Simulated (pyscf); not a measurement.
•HN–NH₂ + H₂ → H₂N–NH₂ + H• (hydrogen abstraction; doublet surface; H–H broken, H–N formed). Single points on ωB97X-D3(BJ)/def2-SVP structures (PySCF, gas phase). Energies in eV from the separated reactants.

```json
[
 {"level": "ωB97X-D3(BJ)/def2-TZVP", "barrier": "(withheld)", "reaction energy": "+0.92"},
 {"level": "r²SCAN/def2-TZVP", "barrier": "(withheld)", "reaction energy": "(withheld)"},
 {"level": "B3LYP-D3(BJ)/def2-TZVP", "barrier": "1.00", "reaction energy": "+1.08"},
 {"level": "PBE0-D3(BJ)/def2-TZVP", "barrier": "0.92", "reaction energy": "+0.87"},
 {"level": "ωB97M-D3(BJ)/def2-TZVP", "barrier": "1.08", "reaction energy": "+0.89"},
 {"level": "HF/def2-TZVP", "barrier": "1.44", "reaction energy": "+0.81"}
]
```

Question: Fill in the missing entries.

Answer: 
- ωB97X-D3(BJ)/def2-TZVP, barrier: 1.13
- r²SCAN/def2-TZVP, barrier: 0.91
- r²SCAN/def2-TZVP, reaction energy: +1.07

At r²SCAN, B3LYP-D3(BJ) this geometry lies under the product side: in single points on another level's saddle the reverse barrier vanishes, and the forward threshold there is about the reaction energy. This is the saddle that the search found; another between the same sides may lie lower. The angle at the transferred H is 155°.
